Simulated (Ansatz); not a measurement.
C₃H₅N, SMILES `CCC#N`. The species carries charge 0 and has multiplicity 1.

```xyz
9

C     0.8166    0.5915   -0.1610
C    -0.2474   -0.4939   -0.2950
C    -1.2440   -0.4275    0.7627
N    -2.0222   -0.3594    1.6061
H     1.3491    0.5004    0.7863
H     1.5395    0.5036   -0.9732
H     0.3680    1.5845   -0.2043
H     0.2075   -1.4881   -0.2679
H    -0.7671   -0.4111   -1.2537
```

Q: List the harmonic frequencies (cm⁻¹, unscaled) at PBE0-D4/def2-TZVP in Ansatz. (Estimate.)

A: Computed: 213, 220, 400, 558, 787, 857, 1038, 1096, 1110, 1287, 1347, 1410, 1464, 1489, 1498, 2383, 3066, 3070, 3104, 3150, 3153.

Q: Is this a minimum?

A: Yes, all 21 modes are real.

Q: Give the ideal-gas thermochemistry at 298.15 K and 1 bar (rigid rotor, harmonic oscillator; point group Cs, symmetry number 1).

A: Zero-point energy 195.6 kJ/mol; H(298) − E = 210.3 kJ/mol; entropy 284.4 J/(mol·K), of which translation 158.9, rotation 99.8, vibration 25.8; G(298) − E = 125.5 kJ/mol.
